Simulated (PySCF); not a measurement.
One molecule, a ladder of functionals, a line

Molecule: SMILES BC=C, C₂H₅B.

Molfile (atoms numbered from 1):
```
C2H5B
     RDKit          3D

  8  7  0  0  0  0  0  0  0  0999 V2000
    1.2912    0.0321    0.0979 B   0  0  0  0  0  0  0  0  0  0  0  0
   -0.1469   -0.5231    0.1103 C   0  0  0  0  0  0  0  0  0  0  0  0
   -1.1994    0.2824   -0.1286 C   0  0  0  0  0  0  0  0  0  0  0  0
    2.2511   -0.6728    0.3102 H   0  0  0  0  0  0  0  0  0  0  0  0
    1.4624    1.2093   -0.1315 H   0  0  0  0  0  0  0  0  0  0  0  0
   -0.3503   -1.5821    0.3131 H   0  0  0  0  0  0  0  0  0  0  0  0
   -1.0540    1.3485   -0.3370 H   0  0  0  0  0  0  0  0  0  0  0  0
   -2.2360   -0.0755   -0.1280 H   0  0  0  0  0  0  0  0  0  0  0  0
  1  2  1  0
  2  3  2  0
  1  4  1  0
  1  5  1  0
  2  6  1  0
  3  7  1  0
  3  8  1  0
M  END
```

GIAO shieldings (ppm, equivalent atoms averaged) in PySCF 2.14.0 with density-fitted response routines on the PBE0-D3(BJ)/def2-SVP geometry, basis pcSseg-2, gas phase, non-relativistic:

| functional | exact exchange (%) | σ(B1) | σ(C3) | σ(C2) |
| --- | --- | --- | --- | --- |
| BLYP | 0 | 15.4 | 7.6 | 18.0 |
| BP86 | 0 | 17.7 | 10.7 | 23.0 |
| PBE | 0 | 15.7 | 10.2 | 22.2 |
| B3LYP | 20 | 20.4 | 10.3 | 22.9 |
| PBE0 | 25 | 22.6 | 13.9 | 28.5 |
| BHandHLYP | 50 | 28.5 | 15.0 | 30.0 |
| HF | 100 | 44.5 | 24.8 | 43.4 |

Question: Fit each shielding as a line in the percentage of exact exchange.

Answer: σ(B1) = 15.8 + 0.28 x (rms 1.0 ppm); σ(C3) = 9.1 + 0.15 x (rms 1.4 ppm); σ(C2) = 20.8 + 0.22 x (rms 2.0 ppm). The functionals also differ in their semilocal parts, which the line can't hold; Hartree–Fock has no correlation at all.

Question: What does the line predict for mPW1PW91 (25 %), and what does the run give?

Answer: σ(B1): 22.8 predicted, 23.4 computed; σ(C3): 12.8 predicted, 13.5 computed; σ(C2): 26.3 predicted, 28.2 computed ppm.
